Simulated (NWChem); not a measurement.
## Ionisation of NO (+1)

```xyz
2

N      0.0000     0.0000     0.5653
O      0.0000     0.0000    -0.4946
```
Charge +1, spin multiplicity 1.

Program: NWChem. All single points use one geometry, from PBE0/def2-SVP, a minimum by its harmonic frequencies.

Basis set: def2-TZVP. −ε marks an orbital energy of the parent.

B3LYP has NWChem's definition, with VWN1-RPA local correlation. The structure started from a generated list of species.

Question: Order these methods by the first vertical ionisation energy they give, lowest first: −ε(HOMO) of HF, −ε(HOMO) of B3LYP, −ε(HOMO) of LDA (SVWN5), −ε(HOMO) of BHandHLYP, G0W0@PBE0.

Answer: −ε(HOMO) of LDA (SVWN5) (23.18 eV), −ε(HOMO) of B3LYP (25.01 eV), −ε(HOMO) of BHandHLYP (27.51 eV), G0W0@PBE0 (29.00 eV), −ε(HOMO) of HF (31.00 eV)
